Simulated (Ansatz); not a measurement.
One change: `C/C(O)=C/N` becomes `NC=C(O)O`.

Ansatz, PBE0-D4/def2-TZVP geometries, multiplicity 1. Each molecule was computed in one conformer, which needn't be the lowest.

```
                                                                                  property  `C/C(O)=C/N`
                                                       HOMO energy (B3LYP/def2-TZVPP) / eV         -6.00
                                                     LUMO energy (ωB97M-V/def2-TZVPP) / eV          2.39
                                                   HOMO–LUMO gap (ωB97M-V/def2-TZVPP) / eV         10.82
                                          size of the dipole moment (B3LYP/def2-TZVPP) / D          1.97
ideal-gas entropy at 298 K and 1 bar (rigid rotor, harmonic PBE0-D4/def2-TZVP) / J/(mol·K)           312
                                                     HOMO–LUMO gap (B3LYP/def2-TZVPP) / eV          6.63
```

(1) What does the change do to each property? (Estimate.)

## Answers

(1) The calculation gave: 
```
                                                                                  property  `NC=C(O)O`  shift
                                                       HOMO energy (B3LYP/def2-TZVPP) / eV       -5.83   0.17
                                                     LUMO energy (ωB97M-V/def2-TZVPP) / eV        2.34  -0.05
                                                   HOMO–LUMO gap (ωB97M-V/def2-TZVPP) / eV       10.60  -0.22
                                          size of the dipole moment (B3LYP/def2-TZVPP) / D        3.10   1.13
ideal-gas entropy at 298 K and 1 bar (rigid rotor, harmonic PBE0-D4/def2-TZVP) / J/(mol·K)         302    -10
                                                     HOMO–LUMO gap (B3LYP/def2-TZVPP) / eV        6.39  -0.24
```

With PBE0 the HOMO rises by 0.17 eV and the LUMO falls by 0.07 eV, so the gap narrows by about 0.24 eV. PBE moves the HOMO by 0.21 eV and ωB97M-V by 0.16 eV. The zero-point energy changes by -60.2 kJ/mol with -6 modes. Dipoles are sizes alone; their direction can turn.

Positive LUMOs are unbound, so they and the gaps depend on the basis.

B3LYP here is the variant with VWN-RPA as its local correlation; programs differ in this.
